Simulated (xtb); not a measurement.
H₃N, charge +1, quartet, at a GFN2-xTB geometry of the parent state (a state made from the parent by changing its charge; the spin is typed, not shown lowest); GFN1-xTB in xtb 6.7.1.

xtb was given this input:
```
$ xtb mol.xyz --gfn 1 --chrg 1 --uhf 3 --json

# file mol.xyz
4

N     -0.00088861     0.00220129     0.11002386
H      0.01587655     0.93846578    -0.27548989
H      0.81249024    -0.48875726    -0.24050098
H     -0.82214652    -0.46511757    -0.25417613
```

### Question
What does xtb print? Leave out banner, timings and long lists.

### Answer

```
   ID    Z sym.   atoms
    1    7 N      1
    2    1 H      2-4

           -------------------------------------------------
          |                Calculation Setup                |
           -------------------------------------------------

           -------------------------------------------------
          |                 G F N 1 - x T B                 |
           -------------------------------------------------

          ...................................................
          :                      SETUP                      :
          :.................................................:
          :  # basis functions                  10          :
          :  # atomic orbitals                  10          :
          :  # shells                            8          :
          :  # electrons                         7          :
          :  # halogen bonds                     0          :
          :  max. iterations                   250          :
          :  Hamiltonian                  GFN1-xTB          :
          :  restarted?                      false          :
          :  GBSA solvation                  false          :
          :  PC potential                    false          :
          :  electronic temp.          300.0000000     K    :
          :  accuracy                    1.0000000          :
          :  -> integral cutoff          0.2500000E+02      :
          :  -> integral neglect         0.1000000E-07      :
          :  -> SCF convergence          0.1000000E-05 Eh   :
          :  -> wf. convergence          0.2000000E-04 e    :
          :  Broyden damping             0.4000000          :
          :  net charge                          1          :
          :  unpaired electrons                  3          :
          ...................................................

 iter      E             dE          RMSdq      gap      omega  full diag
   1     -3.7730837 -0.377308E+01  0.516E+00    2.40       0.0  T
   2     -3.7963576 -0.232738E-01  0.237E+00    2.45       1.0  T
   3     -3.8011050 -0.474749E-02  0.691E-01    2.48       1.0  T
   4     -3.8011049  0.125455E-06  0.255E-02    2.48       2.0  T
   5     -3.8011055 -0.564678E-06  0.217E-04    2.48     230.5  T
   6     -3.8011055 -0.426552E-10  0.537E-06    2.48    9309.3  T
   7     -3.8011055  0.746070E-13  0.199E-06    2.48   25091.8  T

   *** convergence criteria satisfied after 7 iterations ***

         :::::::::::::::::::::::::::::::::::::::::::::::::::::
         ::                     SUMMARY                     ::
         :::::::::::::::::::::::::::::::::::::::::::::::::::::
         :: total energy              -3.746832718120 Eh    ::
         :: gradient norm              0.054173233856 Eh/a0 ::
         :: HOMO-LUMO gap              2.480016404430 eV    ::
         ::.................................................::
         :: SCC energy                -3.801105478750 Eh    ::
         :: -> electrostatic           0.181141872179 Eh    ::
         :: repulsion energy           0.054565311560 Eh    ::
         :: dispersion energy         -0.000292550930 Eh    ::
         :: halogen bond corr.         0.000000000000 Eh    ::
         :: add. restraining           0.000000000000 Eh    ::
         :: total charge               1.000000000000 e     ::
         :::::::::::::::::::::::::::::::::::::::::::::::::::::

           -------------------------------------------------
          |                Property Printout                |
           -------------------------------------------------

    * Orbital Energies and Occupations

         #    Occupation            Energy/Eh            Energy/eV
      -------------------------------------------------------------
         1        2.0000           -1.1824091             -32.1750
         2        1.5000           -0.9670995             -26.3161
         3        1.5000           -0.9670995             -26.3161
         4        1.0000           -0.8905612             -24.2334
         5        1.0000           -0.4897620             -13.3271 (HOMO)
         6                         -0.3986230             -10.8471 (LUMO)
         7                         -0.3986230             -10.8471
         8                         -0.1236479              -3.3646
         9                         -0.1236479              -3.3646
        10                          0.2975188               8.0959
      -------------------------------------------------------------
                  HL-Gap            0.0911389 Eh            2.4800 eV
             Fermi-level           -0.7056460 Eh          -19.2016 eV

  Mulliken/CM5 charges         n(s)   n(p)   n(d)
     1N     0.37526 -0.17180   1.638  2.987  0.000
     2H     0.20825  0.39060   0.792  0.000  0.000
     3H     0.20825  0.39060   0.792  0.000  0.000
     4H     0.20825  0.39060   0.792  0.000  0.000

Wiberg/Mayer (AO) data.
largest (>0.10) Wiberg bond orders for each atom

 ---------------------------------------------------------------------------
     #   Z sym  total        # sym  WBO       # sym  WBO       # sym  WBO
 ---------------------------------------------------------------------------
     1   7 N    1.752 --     3 H    0.584     4 H    0.584     2 H    0.584
     2   1 H    1.016 --     1 N    0.584     3 H    0.216     4 H    0.216
     3   1 H    1.016 --     1 N    0.584     4 H    0.216     2 H    0.216
     4   1 H    1.016 --     1 N    0.584     3 H    0.216     2 H    0.216
 ---------------------------------------------------------------------------

Topologies differ in total number of bonds
Writing topology from bond orders to xtbtopo.mol

 dipole moment from electron density (au)
     X       Y       Z
   0.0025  -0.0061  -0.3035  total (Debye):    0.772

           -------------------------------------------------
          | TOTAL ENERGY               -3.746832718120 Eh   |
          | GRADIENT NORM               0.054173233856 Eh/α |
          | HOMO-LUMO GAP               2.480016404430 eV   |
           -------------------------------------------------

normal termination of xtb
```
